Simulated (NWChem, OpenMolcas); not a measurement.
The same job for OpenMolcas

NWChem 7.3.0 runs this on CH5BO (SMILES CBO):

test.nw:
```
start test
title "CH5BO gradient"
memory stack 720 mb heap 180 mb global 900 mb
geometry noautosym nocenter noautoz
   C    -0.618600    0.710300   -0.324600
   B     0.508800   -0.240100    0.180200
   O     0.240700   -1.558300    0.355600
   H    -1.568300    0.201200   -0.499400
   H    -0.308500    1.205100   -1.251900
   H    -0.780500    1.520100    0.395700
   H     1.620500    0.163100    0.420800
   H     0.998200   -2.058400    0.667700
end
basis spherical bse
   * library 6-311+G**
end
dft
   xc xpbe96 cpbe96
   grid fine
   convergence energy 1e-08
   maxiter 100
   mulliken
   print medium
end
task dft gradient
```

```bash
$ nwchem test.nw > test.out
```

The shape is that of a PBE0-D4/def2-TZVP optimisation. This is one conformer, not always the lowest.

It gives a total energy of -141.095443 Eh.

Problem. How is this level of theory, on these atoms, set up in OpenMolcas 26.06 as an input file of the program's own?

Solution. This input was run:

run.input:
```
&gateway
  baslib
  $CurrDir
  coord
  8
  angstrom
  C       -0.618600       0.710300      -0.324600
  B        0.508800      -0.240100       0.180200
  O        0.240700      -1.558300       0.355600
  H       -1.568300       0.201200      -0.499400
  H       -0.308500       1.205100      -1.251900
  H       -0.780500       1.520100       0.395700
  H        1.620500       0.163100       0.420800
  H        0.998200      -2.058400       0.667700
  basis
  6-311pGss
  group
  NoSym

&seward
  gridinput
  Grid=UltraFine
  End of Grid

&scf
  ksdft
  PBE
  thresholds
  1e-10 1e-07 1e-07 1e-05
  prorbitals
  1 2

&alaska
```

```bash
$ export MOLCAS_MEM=1860
$ pymolcas run.input > run.log
```

(Basis files named in the input come from the Basis Set Exchange and aren't shown.)

Its energy is -141.095443 Eh, the same as the first but for the last digit, at most.
